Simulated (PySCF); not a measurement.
**thietane: calculation against experiment**

**What was measured.**

From NIST CCCBDB Release 22 (SRD 101), experimental dipoles, for the gas: dipole moment (microwave Stark effect, vibrational ground state) 1.876 D.

How close the calculation comes is told at the end.

Compound: thietane, C3H6S.
Atom-mapped SMILES: `[CH2:1]1[CH2:2][S:3][CH2:4]1` (hydrogens: H5, H6 on C1; H7, H8 on C2; H9, H10 on C4)

Geometry (PBE0-D3(BJ)/def2-SVP, Å), atoms numbered from 1 in this order:
```xyz
10
C3H6S angstrom
C      0.1063    0.4928   -0.5266
C      1.0653   -0.1745    0.4667
S     -0.1360   -1.5368    0.7623
C     -1.1538   -0.2255   -0.0309
H      0.0757    1.5943   -0.5041
H      0.3443    0.1755   -1.5524
H      2.0396   -0.4994    0.0744
H      1.2260    0.4147    1.3832
H     -1.7141    0.3459    0.7258
H     -1.8534   -0.5870   -0.7982
```

Runs made with PySCF (gas phase, on this PBE0-D3(BJ)/def2-SVP geometry; no spin–orbit coupling):

```json
{"level": "PBE0-D3(BJ)/def2-SVP, grid level 1", "job": "geometry optimisation from an MMFF94s start", "basis functions": "90", "wall time": "13 s"}
{"level": "KT2/pcSseg-2", "job": "shieldings, ring-centre shieldings", "basis functions": "235", "wall time": "30 s"}
{"level": "PBE0/pcSseg-1", "job": "shieldings, ring-centre shieldings, charges and field gradients", "basis functions": "105", "wall time": "6.6 s"}
```

Hardware: Arm Neoverse V1, one thread, on a shared host.

**Comparison with experiment**

**Dipole moment.** Measured: 1.876 D (NIST CCCBDB Release 22 (SRD 101), experimental dipoles).

```
               level  computed (D)  computed − measured (D)  % (from the printed values)
PBE0-D3(BJ)/def2-SVP         1.855                   -0.021                           -1
        KT2/pcSseg-2         1.921                   +0.045                           +2
       PBE0/pcSseg-1         1.992                   +0.116                           +6
```

Closest is PBE0-D3(BJ)/def2-SVP (-0.021 D), furthest PBE0/pcSseg-1 (+0.116 D); one molecule doesn't rank methods. The computed dipoles belong to one fixed geometry; measured ones are averaged over vibrations unless marked μe. Magnitudes are compared, not signs.

The geometry is computed, not the measured one. Where a level misses, the cause wasn't examined.
